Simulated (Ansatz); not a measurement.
## HCSi, quartet in 6-31G: errors against full CI

Geometry: a PBE0/def2-TZVP stationary point for this spin, not checked as a minimum. The doublet lies 1.6 eV lower here.

```xyz
3

Si    0.0000    0.0326    0.6172
C     0.0000   -0.1270   -1.2686
H     0.0000    0.6065   -2.0825
```

Basis 6-31G; Ansatz 0.2.0. Only valence electrons are correlated (noble-gas cores frozen), which leaves 9 electrons in 18 orbitals. R marks a restricted (for open shells ROHF) determinant, U an unrestricted one. Active spaces: valence = (9e, 9o) chosen from the atoms' valence shells.

Full CI is exact within this basis and frozen core; it isn't the basis-set limit. The frozen core follows each run's orbitals, which can shift R against U totals by a few meV.

For open shells CISD and CISDTQ are restricted-active-space CI with the open shells as a complete middle space.

- UHF ⟨S²⟩: 3.770
- T1 diagnostic (RCCSD): 0.0280
- largest doubles amplitude (RCCSD): 0.065
- T1 diagnostic (UCCSD): 0.0253

```csv
level,E − E(full CI) (meV),share of correlation (%),wall time
RHF,2914,0.00,–
UHF,2806,3.69,–
RMP2,761,73.89,–
UMP2,737,74.71,–
CISD,205,92.95,0.54 s
RCCSD,81,97.23,–
UCCSD,80,97.25,–
RCCSD(T),24,99.17,0.93 s
UCCSD(T),24,99.16,0.84 s
BCCD(T),25,99.14,0.81 s
RCCSDT,6,99.81,–
UCCSDT,5,99.83,–
CISDTQ,5,99.83,13 s
RCCSDT(Q),1,99.97,2.2 s
UCCSDT(Q),0,99.99,2 s
RCCSDTQ,0,99.99,21 s
UCCSDTQ,0,100.01,22 s
CASSCF (valence space),1249,57.13,–
NEVPT2 (valence space),322,88.94,1.3 s
MRCISD (valence space),48,98.35,–
MRCISD+Q (valence space),14,99.53,2.4 s
```

The correlation energy at full CI, counted from RHF, is -2.914 eV. That run took 79 s on 1 thread of Intel Xeon 6975P-C, shared host over 7,588,672 determinants.

Times hold each run's SCF and search for its determinant on a shared host, so for small cases they say little of a method's own cost; they ran on 1 thread of Intel Xeon 6975P-C.

The full-CI state has the irrep A'' of Cs, in the program's axes.

Natural occupations of full CI about the gap: 1.972 1.963 1.928 1.001 0.994 0.985 0.050 0.039 0.026 0.008; effectively unpaired electrons, Σ n²(2−n)², 3.05.
